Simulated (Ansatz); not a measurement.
A-type hexagonal La2O3 was calculated with PBE0 (Ansatz, a program for electronic structure, plane waves, PAW).

Run with plane-wave cutoff 500 eV, 6×6×4 k mesh (along the axes of the cell as run), gaussian smearing 0.02 eV, scalar-relativistic PAW data made under PBE.

Cell (relaxed with r²SCAN):

```yaml
crystal:
  lattice:
    - [3.93569, 0.00000, 0.00000]
    - [-1.96785, 3.40841, 0.00000]
    - [0.00000, 0.00000, 6.12476]
  atoms:
    - { symbol: La, position: [0.66667, 0.33333, 0.75389] }
    - { symbol: La, position: [0.33333, 0.66667, 0.24611] }
    - { symbol: O, position: [0.66667, 0.33333, 0.35395] }
    - { symbol: O, position: [0.33333, 0.66667, 0.64605] }
    - { symbol: O, position: [0.00000, 0.00000, 0.00000] }
```

**Question.** Estimate the band gap that the calculation returns.

**Answer.** 
* **band gap**: 6.03 eV (on the SCF k mesh)

Note: cell and atoms aren't relaxed at this level (largest force component 0.18 eV/Å, pressure -1.1 GPa).

Spin–orbit coupling is not included.

Static lattice: no zero-point or thermal effects.

Computing time: about 3 core-minutes (a rough figure).
